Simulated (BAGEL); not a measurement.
# CH6SSi (Si(SMe)H3): PBE0/6-311+G(d,p) (density fitting with qzvpp-jkfit)

What is the energy change on altering one bond length of CH6SSi (Si(SMe)H3) at PBE0/6-311+G** (density fitting with qzvpp-jkfit)? 

The results are computed with BAGEL 1.2.2.

**1. The structure to begin with**

CH6SSi: 9 atoms, total charge 0, spin state singlet. As SMILES, `[H][Si]([H])([H])SC`. The coordinates come from a GFN2-xTB relaxation.

Bond lengths: Si1–S2 2.141 Å, S2–C3 1.821 Å, C3–H4 1.086 Å, C3–H5 1.085 Å, C3–H6 1.086 Å, Si1–H7 1.460 Å, Si1–H8 1.449 Å, Si1–H9 1.460 Å. Some angles: Si1–S2–C3 100.3°, S2–Si1–H7 108.3°, S2–Si1–H8 103.5°, S2–Si1–H9 107.6°, S2–C3–H4 109.6°, S2–C3–H5 106.8°, S2–C3–H6 109.9°, H7–Si1–H8 113.4°, H7–Si1–H9 109.9°, H8–Si1–H9 113.6°.

**2. The energy at PBE0/6-311+G(d,p) (density fitting with qzvpp-jkfit)**

dft.json

```json
{ "bagel" : [

{
  "title" : "molecule",
  "basis" : "6-311+gss.json",
  "df_basis" : "qzvpp-jkfit",
  "angstrom" : true,
  "geometry" : [
    { "atom" : "Si", "xyz" : [   -0.367610,    0.847030,   -1.211930 ] },
    { "atom" : "S", "xyz" : [   -0.424760,    0.796280,    0.927960 ] },
    { "atom" : "C", "xyz" : [    0.355170,   -0.820020,    1.235220 ] },
    { "atom" : "H", "xyz" : [   -0.246300,   -1.606270,    0.789020 ] },
    { "atom" : "H", "xyz" : [    0.395280,   -0.950100,    2.311360 ] },
    { "atom" : "H", "xyz" : [    1.359700,   -0.829060,    0.823290 ] },
    { "atom" : "H", "xyz" : [    1.030150,    0.837800,   -1.633380 ] },
    { "atom" : "H", "xyz" : [   -1.060400,    2.076470,   -1.540820 ] },
    { "atom" : "H", "xyz" : [   -1.041220,   -0.352130,   -1.700720 ] }
  ]
},
{ "title" : "ks", "xc_func" : "pbe0" },
{ "title" : "print", "file" : "orbitals.molden", "orbitals" : true }

]}
```

The basis set 6-311+G** is read from a file made from the Basis Set Exchange's data (not shown).

The run is started by

```console
$ BAGEL_NUM_THREADS=1 BAGEL dft.json > dft.out
```

Output:

```text
* using 1 threads per process

  ===============================================================
  ===============================================================

  *** Geometry ***

  { "atom" : "Si", "xyz" : [     -0.694682,      1.600655,     -2.290216 ] },
  { "atom" : "S", "xyz" : [     -0.802680,      1.504751,      1.753590 ] },
  { "atom" : "C", "xyz" : [      0.671174,     -1.549613,      2.334228 ] },
  { "atom" : "H", "xyz" : [     -0.465440,     -3.035410,      1.491032 ] },
  { "atom" : "H", "xyz" : [      0.746971,     -1.795429,      4.367837 ] },
  { "atom" : "H", "xyz" : [      2.569461,     -1.566696,      1.555793 ] },
  { "atom" : "H", "xyz" : [      1.946701,      1.583213,     -3.086641 ] },
  { "atom" : "H", "xyz" : [     -2.003866,      3.923960,     -2.911728 ] },
  { "atom" : "H", "xyz" : [     -1.967621,     -0.665429,     -3.213895 ] },

  Number of auxiliary basis functions:      439

  Since a DF basis is specified, we compute 2- and 3-index integrals:
    o Being stored without compression. Storage requirement is 0.049 GB

  Number of basis functions:      118
  Number of electrons      :       42

    * METHOD: MOLECULE                             0.23

  *** Kohn-Sham DFT ***

    * Removing 15612 points whose weight is below 1.00e-10
    * Grid points: 118542

  === Nuclear Repulsion ===
   153.1567558451

       - DIIS with orbital gradients will be used.

  === KS iteration (pbe0 / 6-311+gss.json) ===
      0       -579.01079679          0.35526326           0.49
      1       -417.11623015          0.21307504           0.48
      2       -600.32996885          0.27486373           0.48
      3       -690.44412847          0.15913264           0.48
      4       -706.77303573          0.11942923           0.48
      5       -719.20770360          0.12289940           0.48
      6       -722.87207953          0.08941729           0.48
      7       -700.61209217          0.15127529           0.48
      8       -729.03793295          0.01310187           0.48
      9       -729.05865569          0.01090667           0.48
     10       -729.11726361          0.00170521           0.48
     11       -729.11893089          0.00093446           0.48
     12       -729.11929743          0.00013954           0.48
     13       -729.11930955          0.00002688           0.50
     14       -729.11931001          0.00000290           0.48
     15       -729.11931002          0.00000111           0.48
     16       -729.11931002          0.00000031           0.48
     17       -729.11931002          0.00000010           0.48
     18       -729.11931002          0.00000002           0.48
     19       -729.11931002          0.00000001           0.48
    * SCF iteration converged.

    * Permanent dipole moment:
           (   -0.260037,     0.503023,     0.362055) a.u.

    * METHOD: KS                                  10.35

    * METHOD: PRINT                                0.03

  ===============================================================
```

Wall time 11 s (1 thread of Arm Neoverse V1, shared host); peak memory 0.62 GiB.

**3. The distorted shape, same level**

calc.json

```json
{ "bagel": [

{
  "title": "molecule",
  "basis": "6-311+gss.json",
  "df_basis": "qzvpp-jkfit",
  "angstrom": true,
  "geometry": [
    { "atom": "Si", "xyz": [      -0.266581,       1.026883,      -1.138620 ] },
    { "atom": "S", "xyz": [      -0.323731,       0.976133,       1.001270 ] },
    { "atom": "C", "xyz": [       0.456199,      -0.640167,       1.308530 ] },
    { "atom": "H", "xyz": [      -0.145271,      -1.426417,       0.862330 ] },
    { "atom": "H", "xyz": [       0.496309,      -0.770247,       2.384670 ] },
    { "atom": "H", "xyz": [       1.460729,      -0.649207,       0.896600 ] },
    { "atom": "H", "xyz": [       1.131179,       1.017653,      -1.560070 ] },
    { "atom": "H", "xyz": [      -0.959371,       2.256323,      -1.467510 ] },
    { "atom": "H", "xyz": [      -1.041220,      -0.352130,      -1.700720 ] }
  ]
},

{
  "title": "ks",
  "xc_func": "pbe0"
},

{
  "title": "print",
  "file": "orbitals.molden",
  "orbitals": true
}

]}
```

The basis set 6-311+G** is read from a file made from the Basis Set Exchange's data (not shown).

The run is started by

```console
$ BAGEL_NUM_THREADS=1 BAGEL calc.json > calc.out
```

Output:

```text
* using 1 threads per process

  ===============================================================
  ===============================================================

  *** Geometry ***

  { "atom" : "Si", "xyz" : [     -0.503765,      1.940528,     -2.151680 ] },
  { "atom" : "S", "xyz" : [     -0.611763,      1.844624,      1.892126 ] },
  { "atom" : "C", "xyz" : [      0.862091,     -1.209740,      2.472763 ] },
  { "atom" : "H", "xyz" : [     -0.274522,     -2.695537,      1.629568 ] },
  { "atom" : "H", "xyz" : [      0.937888,     -1.455556,      4.506373 ] },
  { "atom" : "H", "xyz" : [      2.760378,     -1.226823,      1.694328 ] },
  { "atom" : "H", "xyz" : [      2.137619,      1.923085,     -2.948105 ] },
  { "atom" : "H", "xyz" : [     -1.812948,      4.263833,     -2.773192 ] },
  { "atom" : "H", "xyz" : [     -1.967621,     -0.665429,     -3.213895 ] },

  Number of auxiliary basis functions:      439

  Since a DF basis is specified, we compute 2- and 3-index integrals:
    o Being stored without compression. Storage requirement is 0.049 GB

  Number of basis functions:      118
  Number of electrons      :       42

    * METHOD: MOLECULE                             0.23

  *** Kohn-Sham DFT ***

    * Removing 15429 points whose weight is below 1.00e-10
    * Grid points: 118725

  === Nuclear Repulsion ===
   152.2801533953

       - DIIS with orbital gradients will be used.

  === KS iteration (pbe0 / 6-311+gss.json) ===
      0       -578.77402573          0.35381043           0.49
      1       -418.10541143          0.21500199           0.47
      2       -600.13002583          0.27190103           0.47
      3       -690.90216764          0.15513809           0.47
      4       -707.08490889          0.12042443           0.48
      5       -720.74097185          0.10844904           0.48
      6       -722.18224923          0.08244590           0.48
      7       -709.31089541          0.12687532           0.48
      8       -729.01969833          0.01358084           0.48
      9       -729.07226282          0.00878271           0.48
     10       -729.10719114          0.00213091           0.48
     11       -729.11027420          0.00088957           0.48
     12       -729.11072071          0.00022177           0.48
     13       -729.11075017          0.00005095           0.47
     14       -729.11075215          0.00001078           0.48
     15       -729.11075222          0.00000135           0.47
     16       -729.11075222          0.00000049           0.48
     17       -729.11075222          0.00000010           0.50
     18       -729.11075222          0.00000002           0.49
     19       -729.11075222          0.00000001           0.50
    * SCF iteration converged.

    * Permanent dipole moment:
           (   -0.319884,     0.412322,     0.282078) a.u.

    * METHOD: KS                                  10.32

    * METHOD: PRINT                                0.04

  ===============================================================
```

Run time: 11 s. Hardware: 1 thread of Arm Neoverse V1, shared host; peak memory 0.62 GiB.

**4. Results**

Level: PBE0/6-311+G** (density fitting with qzvpp-jkfit).

| quantity | value |
| --- | --- |
| first shape: total energy | -729.11931 Eh |
| first shape: dipole moment | 1.71 D |
| first shape: HOMO energy | -6.79 eV |
| first shape: LUMO energy | -0.15 eV |
| first shape: HOMO–LUMO gap | 6.64 eV |
| distorted shape: total energy | -729.11075 Eh |
| distorted shape: dipole moment | 1.51 D |
| distorted shape: HOMO energy | -6.84 eV |
| distorted shape: LUMO energy | -0.19 eV |
| distorted shape: HOMO–LUMO gap | 6.65 eV |
| energy change with the Si1–H9 bond stretched from 1.460 to 1.679 Å | 0.233 eV |

With the Si1–H9 bond stretched from 1.460 to 1.679 Å the energy rises by 0.23 eV (5.4 kcal/mol). The first shape isn't relaxed at this level, so the change isn't measured from a minimum.
